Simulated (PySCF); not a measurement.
# Electron affinity of Al by level of theory

Al⁻ [Ne] 3s2 3p2 (3P) → Al [Ne] 3s2 3p1 (2P), as a difference of total energies. Computed with PySCF 2.14 in aug-cc-pwCVDZ (6s5p3d, 36 functions), with the non-relativistic Hamiltonian (point nucleus). Correlated levels: nothing frozen. The calculations carry no spin-orbit coupling.

Order these methods by the electron affinity they give, lowest first.
A. UHF
B. CCSD(T) (all electrons)
C. SCS-MP2 (all electrons)
D. MP2 (all electrons)

A (0.020 eV), C (0.209 eV), D (0.300 eV), B (0.350 eV).

Errors of the correlated levels include the incompleteness of this basis.

For comparison: 0.433 eV (measured; photodetachment measurements, as compiled on the Wikipedia data page of electron affinities).
